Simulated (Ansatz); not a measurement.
Input file:

```yaml
crystal:
  periodic: [false, false, false]
  atoms:
    - {symbol: B, position_ang: [0.000000, -0.085001, 0.010567]}
    - {symbol: H, position_ang: [0.000000, 0.487634, -1.200915]}
    - {symbol: H, position_ang: [0.000000, 0.424072, 1.087575]}
basis:
  gaussian: {orbitals: def2-SVP}
magnetization: {spin_polarized: true, initial_magnetization: 1}
correlation: {method: ccsdt_q, electrons: outside_noble_gas}
```

```sh
$ ansatz run in.yaml --threads 1 --pin off --events-out ev --progress --plain --max-ram 2393MiB
```

Log:

```
410 factors; integrals over basis functions are off by at most 1.9e-7 eV
mean field evaluation 1: about -699.2313 eV, gradient 7.3e0 eV
mean field evaluation 2: about -699.2317 eV, gradient 7.3e0 eV
mean field evaluation 4: about -699.9404 eV, gradient 7.2e-1 eV
mean field evaluation 8: about -699.9536 eV, gradient 4.1e-2 eV
mean field evaluation 16: about -699.9498 eV, gradient 3.3e-1 eV
mean field evaluation 32: about -698.6323 eV, gradient 1.8e-2 eV
mean field -699.95359918 eV, -25.7228203244 hartree, gradient 1.1e-6 eV, S^2 0.752726; 3 other end points of the search recorded, 0 dependent functions left out
determinant -699.95359918 eV, -25.7228203244 hartree, with singles and doubles -702.30807995 eV, -25.8093458966 hartree
determinant -698.63227486 eV, -25.6742625510 hartree, with singles and doubles -701.10242600 eV, -25.7650389312 hartree
1 core orbitals not correlated: weight in the atoms' cores, before any rotation towards them, 1.000 or more for the frozen orbitals, at most 0.000 for the correlated occupied ones
reference -699.95359918 eV, -25.7228203244 hartree; 3, 2 occupied and 20, 21 virtual orbitals, 410 factors
second order -1.82386424 eV of doubles, -0.00000000 eV of singles
cycle   1  -2.20598307 eV  change   -3.8e-1 eV  update   4.5e-2
cycle   2  -2.38647198 eV  change   -1.8e-1 eV  update   1.9e-2
cycle   3  -2.39980815 eV  change   -1.3e-2 eV  update   5.9e-3
cycle   4  -2.40174898 eV  change   -1.9e-3 eV  update   2.1e-3
cycle   5  -2.40099445 eV  change    7.5e-4 eV  update   7.0e-4
cycle   6  -2.40120087 eV  change   -2.1e-4 eV  update   2.3e-4
cycle   7  -2.40131160 eV  change   -1.1e-4 eV  update   9.3e-5
cycle   8  -2.40125573 eV  change    5.6e-5 eV  update   3.9e-5
cycle   9  -2.40125754 eV  change   -1.8e-6 eV  update   1.5e-5
cycle  10  -2.40126247 eV  change   -4.9e-6 eV  update   5.5e-6
cycle  11  -2.40126140 eV  change    1.1e-6 eV  update   2.5e-6
cycle  12  -2.40126123 eV  change    1.7e-7 eV  update   9.2e-7
cycle  13  -2.40126115 eV  change    8.2e-8 eV  update   3.4e-7
perturbative correction -0.00048763 eV, -0.0000179201 hartree
Total energy: -702.35534796 eV, -25.8110829640 hartree
```

Ran on 1 thread of Arm Neoverse V2, shared host: 1.4 s wall, 0.09 GiB peak host memory.
